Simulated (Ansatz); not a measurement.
Reaction (SMILES): COC(C)C + 2 C (CH4) + O (H2O) → 2 CC (C2H6) + 2 CO (CH4O) [methanol]

Quantity: bond separation energy (enthalpy at 298 K), in kcal/mol. Terms: valence correlation only; LANL2DZ all-electron up to Ne; no spin-orbit coupling; non-relativistic; 6-311+G** with 5d; 6-31G* and kin with 6d, 5d where marked. Basis-set limits of correlation are two-point, X^-3; Hartree-Fock from the larger set. [CCSD(T)-MP2]/basis is that difference in the basis named. Ab initio and DFT rows: single points at B3LYP-D3(BJ) geometries (Ansatz, an electronic-structure program), with unscaled harmonic terms from B3LYP/6-31G* (Ansatz) at its own minima.

Measured values: Active Thermochemical Tables 1.112 (ions: stationary electron), as tabulated in the package chemicals; CRC Handbook, as tabulated in the package chemicals; they hold spin-orbit and core effects, anharmonicity and other conformers. 

Value to compare with, the measured value: 17.7 kcal/mol.

| level | program | bond separation energy (enthalpy at 298 K) (kcal/mol) | error |
|---|---|---|---|
| HF/STO-3G | Ansatz | 6.0 | -11.7 |
| HF/3-21G | Ansatz | 12.3 | -5.4 |
| HF/LANL2DZ | Ansatz | 11.7 | -6.0 |
| HF/6-31G* | Ansatz | 10.9 | -6.8 |
| HF/6-311+G** | Ansatz | 11.1 | -6.6 |
| RI-MP2/CBS(cc-pVTZ,cc-pVQZ)+[CCSD(T)-MP2]/cc-pVTZ | Ansatz | 16.7 | -1.0 |

Among the 5 habitual levels, HF/STO-3G lies farthest from the measured value (-11.7 kcal/mol); 0 of 5 lie above it, and their mean absolute error is 7.3 kcal/mol, the median 6.6. One case shows no general order.

The sets are all those run for this method; left out are runs that failed, that the program found above a lower state of the same kind, or whose <S^2> lies over 0.5 above the pure value.
